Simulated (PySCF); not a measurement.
C3H4N2.
Atom-mapped SMILES: `[H]/[N:5]=[CH:4]/[CH2:3][C:2]#[N:1]` (hydrogens: H6, H7 on C3; H8 on C4; H9 on N5)

Computed with PySCF 2.14.0, PBE0-D3(BJ)/def2-SVP geometry optimisation, gas phase.

Task: What internal coordinates does the optimisation give?

Result: 
```json
{"bond": "N1≡C2", "length (bohr)": "2.186", "order": "triple"}
{"bond": "C2–C3", "length (bohr)": "2.754", "order": "single"}
{"bond": "C3–C4", "length (bohr)": "2.853", "order": "single"}
{"bond": "C4=N5", "length (bohr)": "2.386", "order": "double"}
{"bond": "C3–H6, C3–H7", "length (bohr)": "2.084", "order": "single"}
{"bond": "C4–H8", "length (bohr)": "2.092", "order": "single"}
{"bond": "N5–H9", "length (bohr)": "1.936", "order": "single"}
```

Bonds in one row agree within 0.02 bohr and their mean is given. Orders are formal, as drawn. A selection of angles:
```json
{"angle": "N1–C2–C3", "degrees": "178.6"}
{"angle": "C2–C3–C4", "degrees": "112.8"}
{"angle": "C2–C3–H6", "degrees": "107.9"}
{"angle": "C2–C3–H7", "degrees": "110.5"}
{"angle": "C4–C3–H6", "degrees": "109.1"}
{"angle": "H6–C3–H7", "degrees": "107.6"}
{"angle": "C3–C4–N5", "degrees": "120.1"}
{"angle": "C3–C4–H8", "degrees": "115.3"}
{"angle": "N5–C4–H8", "degrees": "124.6"}
{"angle": "C4–N5–H9", "degrees": "110.6"}
```

Dihedral angles: C2–C3–C4–N5 -135° (anticlinal); H9–N5–C4–C3 -178° (antiperiplanar). The mirror-image conformer, all signs reversed, is as good.

The 2 C–N bonds span 1.157 Å (N1≡C2, drawn triple) to 1.263 Å (C4=N5, drawn double), a spread of 0.106 Å. The 2 C–C bonds span 1.457 Å (C2–C3, drawn single) to 1.510 Å (C3–C4, drawn single), a spread of 0.053 Å.

Point group: C1 (no symmetry element, even within 0.4 Å). Stationary, but not proved a minimum. One conformer, not necessarily the lowest.
